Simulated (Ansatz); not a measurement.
# [SiPH4]− (SMILES [SiH2-]P) at 3 levels

Aim: a comparison of 3 runs (B2PLYP/STO-3G, B3LYP/STO-3G, CCSDTQ/STO-3G) of [SiPH4]−. 

Program for the calculation: Ansatz 0.2.0.

**1. The structure to begin with**

The species is [SiPH4]− (6 atoms), meant as a singlet with charge -1. SMILES: `[SiH2-]P`. The H5–P2 distance was set to 1.719 Å, away from the relaxed value.

Bond lengths: Si1–P2 2.225 Å, Si1–H3 1.503 Å, Si1–H4 1.503 Å, P2–H6 1.375 Å. Angles: Si1–P2–H6 94.1°, P2–Si1–H3 96.4°, P2–Si1–H4 96.5°, H3–Si1–H4 96.7°. A long bond or contact: P2–H5 1.719 Å.

**2. A single-point energy at B2PLYP/STO-3G (run 1)**

molecule.yaml

```yaml
basis:
  gaussian:
    orbitals: STO-3G
crystal:
  periodic: [false, false, false]
  atoms:
    - symbol: Si
      position_ang: [0.166986, -1.143369, 0.125493]
    - symbol: P
      position_ang: [-0.545894, 0.947861, 0.390713]
    - symbol: H
      position_ang: [-0.577754, -1.724109, 1.294973]
    - symbol: H
      position_ang: [-0.832744, -1.531629, -0.927747]
    - symbol: H
      position_ang: [0.407400, 1.565440, -0.899820]
    - symbol: H
      position_ang: [0.428686, 1.268211, 1.306953]
total_charge: -1
hamiltonian:
  xc: {name: B2PLYP}
correlation:
  frozen_orbitals: {H: 0, P: 5, Si: 5}
accuracy: high
```

On the command line:

```
$ ansatz run molecule.yaml --threads 1 --pin off --max-ram 2610MiB --events-out events.jsonl --progress --plain --runs-dir runs
```

Log:

```text
Warning: RAYON_NUM_THREADS=1 ignored (pool sized by the plan → 1); use --threads N
Functional definition: B2PLYP
  name "B2PLYP"
  parameter a = 0.53
  parameter c = 0.27
  exchange = (1 - a)*b88_x + a*exact_x
  correlation = (1 - c)*lyp_c + c*(mp2_os + mp2_ss)
393 factors; integrals over basis functions are off by at most 7.6e-9 eV
mean field evaluation 1: about -17018.7982 eV, gradient 1.3e1 eV
mean field evaluation 2: about -17018.7987 eV, gradient 1.2e1 eV
mean field evaluation 4: about -17019.5982 eV, gradient 6.3e-1 eV
mean field evaluation 8: about -17019.5999 eV, gradient 3.6e-3 eV
mean field evaluation 16: about -17019.5999 eV, gradient 2.3e-8 eV
mean field -17019.59986218 eV, -625.4587586358 hartree, gradient 2.2e-8 eV, S^2 0.000000; 0 other end points of the search recorded, 0 dependent functions left out
10 core orbitals not correlated: weight in the atoms' cores, before any rotation towards them, 1.000 or more for the frozen orbitals, at most 0.000 for the correlated occupied ones
reference -17019.59988094 eV, -625.4587593253 hartree; 7, 7 occupied and 5, 5 virtual orbitals, 393 factors
second order -2.65884151 eV of doubles, -0.00000000 eV of singles
Total energy: -17020.31776815 eV, -625.4851411936 hartree
```

Wall time 1.1 s (1 thread of AMD EPYC 9R14 (Zen 4), shared host); peak memory 0.12 GiB.

**3. The energy at B3LYP/STO-3G (run 2)**

input.yaml

```yaml
crystal:
  periodic: [false, false, false]
  atoms:
    - {symbol: Si, position_ang: [0.166986, -1.143369, 0.125493]}
    - {symbol: P, position_ang: [-0.545894, 0.947861, 0.390713]}
    - {symbol: H, position_ang: [-0.577754, -1.724109, 1.294973]}
    - {symbol: H, position_ang: [-0.832744, -1.531629, -0.927747]}
    - {symbol: H, position_ang: [0.407400, 1.565440, -0.899820]}
    - {symbol: H, position_ang: [0.428686, 1.268211, 1.306953]}
basis:
  gaussian:
    orbitals: STO-3G
total_charge: -1
hamiltonian:
  xc: {name: B3LYP}
accuracy: high
```

On the command line:

```
$ ansatz run input.yaml --threads 1 --pin off --max-ram 2610MiB --events-out events.jsonl --progress --plain --runs-dir runs
```

Log:

```text
Warning: RAYON_NUM_THREADS=1 ignored (pool sized by the plan → 1); use --threads N
Functional definition: B3LYP
  name "B3LYP"
  parameter a0 = 0.2
  parameter ax = 0.72
  parameter ac = 0.81
  exchange = (1 - a0 - ax)*slater_x + ax*b88_x + a0*exact_x
  correlation = (1 - ac)*vwn_rpa_c + ac*lyp_c
393 factors; integrals over basis functions are off by at most 7.6e-9 eV
mean field evaluation 1: about -17028.0259 eV, gradient 1.8e1 eV
mean field evaluation 2: about -17028.0647 eV, gradient 1.8e1 eV
mean field evaluation 4: about -17029.5178 eV, gradient 2.8e-1 eV
mean field evaluation 8: about -17029.4823 eV, gradient 6.2e-3 eV
mean field evaluation 16: about -17029.4823 eV, gradient 3.0e-8 eV
mean field -17029.48225063 eV, -625.8219297131 hartree, gradient 3.0e-8 eV, S^2 0.000000; 0 other end points of the search recorded, 0 dependent functions left out
reference -17029.48227973 eV, -625.8219307823 hartree; 17, 17 occupied and 5, 5 virtual orbitals, 393 factors
Total energy: -17029.48227973 eV, -625.8219307823 hartree
```

Wall time 0.93 s (1 thread of AMD EPYC 9R14 (Zen 4), shared host); peak memory 0.12 GiB.

**4. The energy at CCSDTQ/STO-3G (run 3)**

job.yaml

```yaml
crystal:
  periodic: [false, false, false]
  atoms:
    - {symbol: Si, position_ang: [0.166986, -1.143369, 0.125493]}
    - {symbol: P, position_ang: [-0.545894, 0.947861, 0.390713]}
    - {symbol: H, position_ang: [-0.577754, -1.724109, 1.294973]}
    - {symbol: H, position_ang: [-0.832744, -1.531629, -0.927747]}
    - {symbol: H, position_ang: [0.407400, 1.565440, -0.899820]}
    - {symbol: H, position_ang: [0.428686, 1.268211, 1.306953]}
basis:
  gaussian:
    orbitals: STO-3G
correlation:
  method: ccsdtq
  frozen_orbitals: {H: 0, P: 5, Si: 5}
total_charge: -1
accuracy: high
scf:
  omitted_lower_state_checks: [cluster_reference, increment]
```

On the command line:

```
$ ansatz run job.yaml --threads 1 --pin off --max-ram 2610MiB --events-out events.jsonl --progress --plain --runs-dir runs
```

Log, cut to the lines that bear on the results:

```text
Warning: RAYON_NUM_THREADS=1 ignored (pool sized by the plan → 1); use --threads N
Functional definition: HF
  name "HF"
[...]
393 factors; integrals over basis functions are off by at most 7.6e-9 eV
[...]
mean field -16996.01661626 eV, -624.5920903336 hartree, gradient 3.1e-8 eV, S^2 0.000000; 0 other end points of the search recorded, 0 dependent functions left out
10 core orbitals not correlated: weight in the atoms' cores, before any rotation towards them, 1.000 or more for the frozen orbitals, at most 0.000 for the correlated occupied ones
reference -16996.01661626 eV, -624.5920903336 hartree; 7, 7 occupied and 5, 5 virtual orbitals, 393 factors
second order -2.00208161 eV of doubles, -0.00000000 eV of singles
cycle   1  -2.59127098 eV  change   -5.9e-1 eV  update   7.2e-2
[...]
cycle  22  -2.95858652 eV  change  -4.1e-10 eV  update   1.0e-9
Total energy: -16998.97520277 eV, -624.7008163827 hartree
Checks for a lower state left out: cluster_reference, increment
```

Run time: 3.6 s. Hardware: 1 thread of AMD EPYC 9R14 (Zen 4), shared host; peak memory 0.12 GiB.

**5. Overview of the runs**

| run | level | frozen core orbitals | energy (Eh) | wall time |
| --- | --- | --- | --- | --- |
| 1 | B2PLYP/STO-3G | 10 | -625.485141 | 1.1 s |
| 2 | B3LYP/STO-3G | – | -625.821931 | 0.93 s |
| 3 | CCSDTQ/STO-3G | 10 | -624.700816 | 3.6 s |

**6. Summary of results**

```
                                           quantity          value
                                run 3: total energy  -624.70082 Eh
run 3: correlation energy (10 core orbitals frozen)     -108.7 mEh
                               run 3: T1 diagnostic          0.009
```

**Reading.** Totals of different functionals can't be ranked against each other. In runs 1, 2, 3 the basis is minimal, so the values are rough. All runs together took 5.6 s, the longest 3.6 s.
